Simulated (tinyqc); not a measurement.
UKS/PBE0 in the sto-3g basis, for BH2, spin multiplicity 2, step by step. One step of it, computed by the program tinyqc.

Problem. Iteration 9 (converged): orbitals. Diagonalise F' = X^T F X, C = X C', fill 4 alpha and 3 beta electrons from the bottom; D(s) = C_occ C_occ^T. Each column has its largest component positive (the first on a tie).

converged F(alpha) (hartree), lower triangle:
```
            1B 1s      1B 2s    1B 2px     1B 2py     1B 2pz      2H 1s      3H 1s
1B 1s   -6.563462
1B 2s   -1.968370  -0.937475
1B 2px   0.000000   0.000000  0.046638
1B 2py  -0.000957  -0.010609  0.000000  -0.143195
1B 2pz  -0.002582  -0.026202  0.000000  -0.008043  -0.129000
2H 1s   -0.568917  -0.484715  0.000000  -0.245089  -0.160731  -0.329648
3H 1s   -0.472522  -0.432557  0.000000   0.231013  -0.151965  -0.140926  -0.282896
```

converged F(beta) (hartree), lower triangle:
```
            1B 1s      1B 2s    1B 2px     1B 2py     1B 2pz      2H 1s      3H 1s
1B 1s   -6.544269
1B 2s   -1.958215  -0.846309
1B 2px   0.000000   0.000000  0.090491
1B 2py  -0.000939  -0.011249  0.000000  -0.107581
1B 2pz  -0.006161  -0.131810  0.000000  -0.007459   0.060260
2H 1s   -0.565904  -0.471301  0.000000  -0.240668  -0.161482  -0.321875
3H 1s   -0.469921  -0.421451  0.000000   0.227004  -0.150749  -0.136394  -0.276132
```

X, lower triangle:
```
            1B 1s      1B 2s    1B 2px     1B 2py     1B 2pz      2H 1s     3H 1s
1B 1s    1.031996
1B 2s   -0.169217   1.327800
1B 2px   0.000000   0.000000  1.000000
1B 2py  -0.001090   0.029046  0.000000   1.213361
1B 2pz  -0.014608   0.156307  0.000000   0.013244   1.081723
2H 1s    0.028326  -0.402306  0.000000  -0.339673  -0.208268   1.325924
3H 1s    0.028177  -0.340427  0.000000   0.297314  -0.181691  -0.013836  1.258381
```

Give: F' = X^T F X; orbital energies; coefficients C; F' = X^T F X; orbital energies; coefficients C; D(alpha) after iteration 9; D(beta) after iteration 9.

Solution.

F' = X^T F X (alpha) (hartree), lower triangle:
```
         1        2       3        4        5        6       7
1  -6.3821
2  -1.0745  -0.2813
3   0.0000   0.0000  0.0466
4   0.0016   0.0151  0.0000   0.1238
5  -0.0232   0.1415  0.0000   0.0051  -0.0271
6  -0.0968  -0.3378  0.0000  -0.3162  -0.1927   0.0637
7  -0.0619  -0.2926  0.0000   0.2875  -0.1733  -0.0351  0.0402
```

orbital energies (alpha) (hartree): MO1 -6.5712, MO2 -0.4739, MO3 -0.3210, MO4 -0.1660, MO5 0.0466, MO6 0.4959, MO7 0.5734

coefficients C (alpha):
```
            MO1      MO2      MO3      MO4     MO5      MO6      MO7
1B 1s    0.9888  -0.2355   0.0150   0.1382  0.0000   0.1427   0.1503
1B 2s    0.0445   0.6043  -0.0591  -0.5644  0.0000  -0.7735  -0.8984
1B 2px   0.0000   0.0000   0.0000   0.0000  1.0000   0.0000   0.0000
1B 2py   0.0007   0.0320   0.5131  -0.0049  0.0000   0.8316  -0.8492
1B 2pz   0.0054   0.1073   0.0052   0.8118  0.0000  -0.5239  -0.5713
2H 1s   -0.0103   0.3586   0.4214   0.1885  0.0000   0.0138   1.3182
3H 1s   -0.0095   0.2948  -0.4691   0.2051  0.0000   1.2122   0.0571
```

F' = X^T F X (beta) (hartree), lower triangle:
```
         1        2       3        4        5        6       7
1  -6.3628
2  -1.0802  -0.1841
3   0.0000   0.0000  0.0905
4   0.0017   0.0149  0.0000   0.1702
5  -0.0120   0.0324  0.0000   0.0061   0.1603
6  -0.0960  -0.3356  0.0000  -0.3238  -0.1916   0.0688
7  -0.0612  -0.2915  0.0000   0.2945  -0.1706  -0.0351  0.0448
```

orbital energies (beta) (hartree): MO1 -6.5515, MO2 -0.4487, MO3 -0.3070, MO4 0.0844, MO5 0.0905, MO6 0.5197, MO7 0.6003

coefficients C (beta):
```
            MO1      MO2      MO3      MO4     MO5      MO6      MO7
1B 1s    0.9892  -0.2167  -0.0132   0.1699  0.0000   0.1593   0.1248
1B 2s    0.0432   0.5299   0.0504  -0.6734  0.0000  -0.8812  -0.7613
1B 2px   0.0000   0.0000   0.0000   0.0000  1.0000   0.0000   0.0000
1B 2py   0.0007   0.0342  -0.4853   0.0071  0.0000   0.7019  -0.9735
1B 2pz   0.0064   0.1897   0.0128   0.7646  0.0000  -0.6311  -0.5022
2H 1s   -0.0102   0.3888  -0.4343   0.1896  0.0000   0.2104   1.2883
3H 1s   -0.0094   0.3165   0.4959   0.1995  0.0000   1.1920  -0.1223
```

D(alpha) after iteration 9, lower triangle:
```
          1B 1s    1B 2s  1B 2px   1B 2py  1B 2pz    2H 1s   3H 1s
1B 1s    1.0525
1B 2s   -0.1772   0.6891
1B 2px   0.0000   0.0000  0.0000
1B 2py   0.0002  -0.0082  0.0000   0.2644
1B 2pz   0.0923  -0.3934  0.0000   0.0022  0.6705
2H 1s   -0.0622   0.0849  0.0000   0.2268  0.1936   0.3418
3H 1s   -0.0575   0.0896  0.0000  -0.2323  0.1957  -0.0532  0.3491
```

D(beta) after iteration 9, lower triangle:
```
          1B 1s    1B 2s  1B 2px   1B 2py  1B 2pz    2H 1s   3H 1s
1B 1s    1.0256
1B 2s   -0.0728   0.2852
1B 2px   0.0000   0.0000  0.0000
1B 2py  -0.0003  -0.0063  0.0000   0.2366
1B 2pz  -0.0350   0.1015  0.0000   0.0003  0.0362
2H 1s   -0.0887   0.1837  0.0000   0.2240  0.0681   0.3399
3H 1s   -0.0845   0.1923  0.0000  -0.2298  0.0663  -0.0922  0.3462
```
